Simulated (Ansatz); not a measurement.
A nudged elastic band was laid between two geometries of C$_{3}$H$_{5}$F (9 atoms, charge 0, multiplicity 1).

Computed with Ansatz, RKS B3LYP-D4/def2-SVP.

```json
{
  "movable images": "7",
  "climbing image": "yes",
  "spring": "5.0 eV/Å²",
  "optimiser": "quadratic models (default)",
  "start path": "IDPP",
  "force threshold": "0.05 eV/Å",
  "iteration limit": "60",
  "end points": "relaxed"
}
```

Image 0:

```xyz
9
Properties=species:S:1:pos:R:3
C -0.397 0.602 -0.895
C -0.395 -0.315 0.289
C 0.669 -0.604 1.035
F 1.884 -0.085 0.793
H -0.720 0.072 -1.808
H -1.103 1.438 -0.749
H 0.602 1.022 -1.076
H -1.333 -0.798 0.581
H 0.667 -1.275 1.900
```

Image 8:

```xyz
9
Properties=species:S:1:pos:R:3
C -0.167 0.394 -1.062
C -0.146 -0.543 0.108
C 0.248 -0.223 1.339
F 0.679 1.008 1.664
H -1.186 0.490 -1.475
H 0.185 1.395 -0.778
H 0.473 0.021 -1.880
H -0.476 -1.576 -0.039
H 0.263 -0.908 2.192
```

(1) What changes between the two ends?

(2) What energy profile does the band end with?

(3) What is the geometry of the highest image?

(4) What are the harmonic wavenumbers there?

The band took 5 iterations and roughly 100 core-seconds.

## Answers

(1) No bond is made or broken. The dihedral H6–C1–C2–C3 goes from -121 to 0°. The two ends are copies of one structure, up to a mirror image or an exchange of like atoms.

(2) The run converged. The highest image is number 4 of 0 to 8, 0.054 eV above the ends, which have the same energy within 2 meV. A vibrational analysis at the climbing image gives one clearly imaginary mode, 148i cm⁻¹: a first-order saddle point.

| image | path coordinate (Å) | energy (eV) | dihedral H6–C1–C2–C3 (°) |
| --- | --- | --- | --- |
| 0 | 0.00 | 0.000 | -121 |
| 1 | 0.38 | 0.008 | -105 |
| 2 | 0.76 | 0.027 | -90 |
| 3 | 1.14 | 0.046 | -75 |
| 4 | 1.52 | 0.054 | -60 |
| 5 | 1.90 | 0.046 | -45 |
| 6 | 2.28 | 0.027 | -30 |
| 7 | 2.66 | 0.008 | -15 |
| 8 | 3.04 | 0.000 | 0 |

(3) 
```xyz
9
Properties=species:S:1:pos:R:3
C -0.290 0.463 -1.005
C -0.295 -0.493 0.158
C 0.467 -0.355 1.240
F 1.320 0.674 1.379
H -0.998 0.149 -1.784
H -0.565 1.483 -0.690
H 0.710 0.532 -1.466
H -0.957 -1.363 0.139
H 0.483 -1.033 2.098
```

(4) 148i, 225, 455, 691, 750, 928, 952, 1033, 1051, 1118, 1261, 1374, 1416, 1459, 1460, 1753, 3030, 3092, 3132, 3181, 3208 cm⁻¹.

Time of the run: 100 s on 1 thread of Arm Neoverse V1, with other jobs on the host, peak memory 0.25 GiB.
